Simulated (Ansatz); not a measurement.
Single points on Mg₃H₆.

```yaml
crystal:
  periodic: [false, false, false]
  atoms:
    - {symbol: Mg, position_ang: [-0.699176, -0.400220, 1.380862]}
    - {symbol: Mg, position_ang: [1.293684, -1.004731, -0.205079]}
    - {symbol: Mg, position_ang: [-0.863813, 1.250779, -0.643775]}
    - {symbol: H, position_ang: [-1.859805, 0.890824, 1.041779]}
    - {symbol: H, position_ang: [2.627682, -1.509867, -1.132689]}
    - {symbol: H, position_ang: [0.557081, -1.636143, 1.533253]}
    - {symbol: H, position_ang: [-1.098092, 2.385232, -1.890122]}
    - {symbol: H, position_ang: [-0.653500, -0.742241, -0.601791]}
    - {symbol: H, position_ang: [0.695938, 0.766355, 0.517562]}
basis:
  gaussian: {orbitals: def2-TZVP, initial_orbitals: start.molden}
hamiltonian: {xc: {name: wB97X-V}}
scf: {omitted_lower_state_checks: [starts]}
output: {orbitals: {seedname: orbitals}}
```

The file start.molden holds the orbitals of an earlier run on this structure, at another level or in another basis.

```sh
$ ansatz run in.yaml --threads 4 --pin off --events-out ev --progress --plain --max-ram 3916MiB
```

It prints (some lines left out):

```
Functional definition: wB97X-V
1128 factors; their error is unknown
351 factors; integrals over basis functions are off by at most 1.9e-5 eV
mean field evaluation 1: about -16427.5159 eV, gradient 2.6e0 eV
mean field evaluation 2: about -16427.5593 eV, gradient 4.4e-2 eV
mean field evaluation 4: about -16427.6025 eV, gradient 5.3e-5 eV
mean field -16427.60253490 eV, -603.7032581288 hartree, gradient 6.4e-5 eV, S^2 0.000000; 0 other end points of the search recorded, 0 dependent functions left out
reference -16427.60253169 eV, -603.7032580107 hartree; 21, 21 occupied and 111, 111 virtual orbitals, 1128 factors
Total energy: -16427.60253169 eV, -603.7032580107 hartree
Checks for a lower state left out: starts
```

Hardware: 4 threads of Arm Neoverse V2 on a shared host. Wall time 3.3 s.

First input, but with `hamiltonian: {xc: pbe, dispersion: d4}`, `output: {forces: true, orbitals: {seedname: orbitals}}` (abridged; 1 s):

```
Functional definition: PBE
mean field -16419.48000361 eV, -603.4047606096 hartree, gradient 8.9e-6 eV, S^2 0.000000
Total energy: -16419.72249478 eV, -603.4136719957 hartree
Atom 0 force    -0.046060    -0.026474     0.091697 eV/Å
Atom 1 force     0.045468    -0.002734    -0.051494 eV/Å
Atom 2 force     0.010086     0.034534    -0.058967 eV/Å
Atom 3 force    -0.058803     0.022654     0.039981 eV/Å
Atom 4 force     0.036901    -0.018287    -0.019797 eV/Å
Atom 5 force     0.011006    -0.049871     0.054017 eV/Å
Atom 6 force    -0.011767     0.032448    -0.029616 eV/Å
Atom 7 force    -0.037005    -0.044601    -0.049207 eV/Å
Atom 8 force     0.050174     0.052332     0.023387 eV/Å
Dipole moment:    -0.475420    -0.272114     0.939326 e Å
Checks for a lower state left out: starts
```

First input, but with `hamiltonian: {xc: {name: BHLYP}, dispersion: d4}` (abridged; 1.1 s):

```
Functional definition: BHLYP
mean field -16430.16847073 eV, -603.7975545312 hartree, gradient 1.4e-5 eV, S^2 0.000000
Total energy: -16430.48249518 eV, -603.8090947168 hartree
Checks for a lower state left out: starts
```

The first input with `hamiltonian: {xc: pbe}`, `correlation: {method: rpa}` and without the key `output` (abridged; 1.6 s):

```
Functional definition: PBE
mean field -16419.47999581 eV, -603.4047603226 hartree, gradient 1.1e-6 eV, S^2 0.000000
3 core orbitals not correlated: weight in the atoms' cores, before any rotation towards them, 1.000 or more for the frozen orbitals, at most 0.000 for the correlated occupied ones
Total energy: -16417.78789108 eV, -603.3425766210 hartree
Checks for a lower state left out: starts
```

The first input with `hamiltonian: {xc: {name: r2SCAN0}, dispersion: d4}` (abridged; 2 s):

```
Functional definition: r2SCAN0
mean field -16427.63706253 eV, -603.7045269958 hartree, gradient 8.2e-6 eV, S^2 0.000000
Total energy: -16427.70944323 eV, -603.7071869374 hartree
Checks for a lower state left out: starts
```

First input, but with `gaussian: {orbitals: def2-TZVPD, initial_orbitals: start.molden}`, `hamiltonian: {xc: pbe, dispersion: d4}` (abridged; 1.3 s):

```
Functional definition: PBE
mean field -16419.50223490 eV, -603.4055775941 hartree, gradient 1.5e-5 eV, S^2 0.000000
Total energy: -16419.74473069 eV, -603.4144891503 hartree
Checks for a lower state left out: starts
```

The first input with `gaussian: {orbitals: def2-TZVPD, initial_orbitals: start.molden}`, `hamiltonian: {xc: pbe0, dispersion: d4}` (abridged; 1.4 s):

```
Functional definition: PBE0
mean field -16421.36405609 eV, -603.4739982610 hartree, gradient 4.2e-5 eV, S^2 0.000000
Total energy: -16421.57013425 eV, -603.4815714936 hartree
Checks for a lower state left out: starts
```

Geometry: r2SCAN-D4/def2-TZVP.

Correlated methods freeze 3 core orbitals; core or outer-core shells of Mg are correlated, in sets that lack core-valence functions. The structure comes from a short search, and lower isomers may exist.
